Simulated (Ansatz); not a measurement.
Zinc-blende HgSe was calculated with RPBE (PAW; Ansatz, an electronic-structure program).

Settings: plane-wave cutoff 520 eV, 10×10×10 k mesh, Fermi–Dirac smearing 0.01 eV, scalar-relativistic PAW data made under PBE.

Computed at the level's own relaxed cell.

Q: Estimate the volume per atom, bulk modulus, lattice constant a and pressure derivative B′ of the bulk modulus that the calculation returns.

A: 
- volume per atom: 32.06 Å³/atom
- bulk modulus: 36.0 GPa
- lattice constant a: 6.354 Å
- pressure derivative B′ of the bulk modulus: 5.1

The run finds no gap.

Measured, for comparison: equilibrium volume per atom 28.16 Å³/atom, lattice constant a 6.085 Å (293 K, no zero-point or thermal correction; as tabulated in Cardona et al. (2009), arXiv:0908.2634); bulk modulus 50 GPa (temperature not stated, no zero-point or thermal correction, our sources range from 48.5 to 51.6; as tabulated in Toher et al. (2017), arXiv:1611.05714). Computed (rounded) less measured: equilibrium volume per atom +13.8 %, bulk modulus -28 % (-26 % to -30 % over the range), lattice constant a +4.4 %.

Note: the cell is over a tenth larger than the published one: the level's own overestimate first of all, though another phase or state, or a fault of the published cell, is possible.

Spin–orbit coupling is not included; it can open a gap where bands touch, and shift volumes and moduli.

The computed numbers hold no vibrational or temperature effects.

The result took about 80 core-seconds (a rough figure).
